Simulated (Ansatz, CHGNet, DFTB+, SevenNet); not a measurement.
## hcp Zn: properties by level of theory

Reference values: lattice constant a 2.665 Å (measured, 293 K, no zero-point or thermal correction, our sources range from 2.660 to 2.665; as tabulated in Wikipedia's data pages); lattice parameter c 4.946 Å (measured, 293 K, no zero-point or thermal correction; as tabulated in Wikipedia's data pages).

```json
[
 {"level (code)": "GFN1-xTB as cut by DFTB+", "equilibrium lattice constant a (Å)": "3.569", "lattice parameter c (Å)": "5.614"},
 {"level (code)": "CHGNet-r²SCAN", "equilibrium lattice constant a (Å)": "2.587", "lattice parameter c (Å)": "5.037"},
 {"level (code)": "SevenNet-l3i5", "equilibrium lattice constant a (Å)": "…", "lattice parameter c (Å)": "5.125"},
 {"level (code)": "PBE (Ansatz)", "equilibrium lattice constant a (Å)": "2.645", "lattice parameter c (Å)": "5.032"},
 {"level (code)": "rVV10 (Ansatz)", "equilibrium lattice constant a (Å)": "…", "lattice parameter c (Å)": "5.157"}
]
```

**Question.** Some entries are withheld; supply them.

**Answer.** 
- SevenNet-l3i5, equilibrium lattice constant a (Å): 2.641
- rVV10 (Ansatz, an electronic-structure program), equilibrium lattice constant a (Å): 2.648

Differences from the reference values (errors of the level alone only where the reference is corrected to a static lattice):

| level | lattice constant a (%) | lattice parameter c (%) |
|---|---|---|
| GFN1-xTB as cut by DFTB+ | +34 | +13.5 |
| CHGNet-r²SCAN | -2.93 | +1.84 |
| SevenNet-l3i5 | -0.90 | +3.62 |
| PBE | -0.75 | +1.74 |
| rVV10 | -0.64 | +4.27 |

Nearest: lattice constant a, not ranked (reference at room or unstated temperature); lattice parameter c, not ranked (reference at room or unstated temperature). Values with a doubt, or to which a potential was fitted, aren't ranked.

Machine-learned potentials (CHGNet-r²SCAN, SevenNet-l3i5) are trained on DFT data: a solid inside that data is no test of them.

Caveats: codes differ in how they cut the long-range tail of xTB's charge interaction in a crystal, so the value belongs to this code (GFN1-xTB as cut by DFTB+); the cell has another shape than the first-principles one, perhaps another minimum in the same group (GFN1-xTB as cut by DFTB+); the cell moved over 20 % in volume from its start (GFN1-xTB as cut by DFTB+); the method was fitted mainly to molecules (GFN1-xTB as cut by DFTB+). Ansatz's density-functional and Hartree–Fock values are scalar-relativistic unless marked +SOC, with PAW data made under PBE.

Differences are worked out from the printed values.

The computed numbers hold no vibrational or temperature effects.
